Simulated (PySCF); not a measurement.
Simulated N 1s region for C-cyanomethanimine, `[H]/N=C/C#N`, binding energy against the vacuum level.

Every computed line was given a Gaussian of 1.0 eV full width at half maximum and an area set by the number of equivalent atoms; the highest printed point is 100. Method: delta-SCF UKS SCAN, pcX-2 on the ionised atom, pcseg-1 elsewhere, spin-free X2C in PySCF.

binding energy (eV), intensity and a bar:
```
    404.5          0 
    404.6          0 
    404.7          1 
    404.8          2 #
    404.9          4 #
    405.0          7 ##
    405.1         11 ###
    405.2         17 #####
    405.3         26 ########
    405.4         37 ###########
    405.5         50 ###############
    405.6         64 ###################
    405.7         77 #######################
    405.8         89 ###########################
    405.9         97 #############################
    406.0        100 ##############################
    406.1         98 #############################
    406.2         91 ###########################
    406.3         80 ########################
    406.4         67 ####################
    406.5         53 ################
    406.6         39 ############
    406.7         28 ########
    406.8         19 ######
    406.9         12 ####
    407.0          7 ##
    407.1          4 #
    407.2          2 #
    407.3          1 
    407.4          1 
    407.5          0
```

Task: How many maxima does the curve show, and how many computed lines lie under it?

Result: The curve has 1 maximum (at 406.0 eV). Under it lie 2 lines from 2 inequivalent nitrogen sites. At this width some lines have no maximum of their own.

Task: Decompose the envelope and assign each component. Numbering: `[H]/[N:2]=[CH:3]/[C:4]#[N:5]`.

Result: 
| position (eV) | relative area | line | atoms | environment |
| --- | --- | --- | --- | --- |
| 405.93 | 1 | N 1s | N5 | nitrile nitrogen |
| 406.09 | 1 | N 1s | N2 | imine nitrogen |

Task: What are the centre and the root-mean-square width of the whole band?

Result: The area-weighted mean of the lines is 406.01 eV. Their own spread about it is 0.08 eV (rms) and each Gaussian has σ = 1.0/2.355 = 0.42 eV; the variances add, which gives 0.43 eV.

Task: Above which line width would these two lines show one maximum?

Result: Two equal Gaussians merge once their distance is under 2σ = FWHM/1.177. With 0.16 eV between them that is a full width over 0.19 eV.

The 2 N 1s values lie within 0.16 eV of each other; Gaussian lines of 0.5 eV full width would blend them into one maximum.

Shake-up satellites, vibrational structure and lifetime widths aren't simulated. Geometry: PBE0-D3(BJ)/def2-SVP; no solvent, vibrations or thermal averaging.
